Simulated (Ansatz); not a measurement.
## CF2 (SMILES F[C]F): entropy by statistical mechanics

A singlet with charge 0, relaxed at PBE0-D4/def2-TZVP (Ansatz 0.2.0):

```xyz
3

F     0.3163    0.9714    0.2816
C     0.3823   -0.3185    0.1751
F    -0.6986   -0.6529   -0.4568
```

Harmonic wavenumbers in cm⁻¹: 681, 1159, 1261.

Masses in u: F 18.998, C 12.011. Take T = 298.15 K, p = 1 bar, R = 8.3145 J/(mol K), kT/hc = 207.22 cm⁻¹, rigid rotor and harmonic oscillator.

Task: Work out S° at 298 K.

Result: 
1. Translation (Sackur–Tetrode): S = R[3/2 ln M + 5/2 ln T − 1.1517] with M = 50.007 gives 157.6 J/(mol K).
2. Rotation: principal moments 5.714, 40.025, 45.739 u Å² give A, B, C = 2.9503, 0.4212, 0.3686 cm⁻¹; the symmetry number is σ = 2; q = (√π/σ)√((kT/hc)³/ABC) = 3906; S = R(ln q + 3/2) = 81.2.
3. Vibration: with u = ν̃/207.22, each mode gives R[u/(eᵘ − 1) − ln(1 − e⁻ᵘ)]; the sum is 1.7, most from 681 cm⁻¹ (1.4), 1159 cm⁻¹ (0.2), 1261 cm⁻¹ (0.1).
4. Electronic: R ln 1 = 0.0, from the spin multiplicity alone.
5. Sum: 157.6 + 81.2 + 1.7 + 0.0 = 240.5 J/(mol K).

No measured value is set beside it here.
